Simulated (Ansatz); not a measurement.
1T (CdI2-type) PtS2 was calculated with HSE06 in Ansatz (plane waves, PAW).

Numerical settings: plane-wave cutoff 520 eV, 12×12×6 k mesh (along the axes of the cell as run), Fermi–Dirac smearing 0.01 eV, scalar-relativistic PAW data made under PBE.

Starting structure:

```
PtS2
1.0
    3.54000     0.00000     0.00000
   -1.77000     3.06573     0.00000
    0.00000     0.00000     5.04000
Pt S
1 2
Direct
  0.00000   0.00000   0.00000
  0.33333   0.66667   0.23000
  0.66667   0.33333   0.77000
```

Task: Into what structure does the relaxation of cell and atoms lead at this level, with the symmetry of the start kept?

Result: The volume goes up by 28 %; final space group P-3m1.
```
PtS2
1.0
    3.52653     0.00000     0.00000
   -1.76327     3.05407     0.00000
    0.00000     0.00000     6.47865
Pt S
1 2
Cartesian
  0.00000   0.00000   0.00000
  0.00000   2.03604   1.22467
  1.76327   1.01802   5.25398
```

Note: the cell comes from a level without a dispersion term, which matters for the spacing of layers, chains or molecules; the cell has widely spaced layers and the level no dispersion term, so their spacing and the moduli can rest on weak binding.

Ansatz is a program for electronic structure.
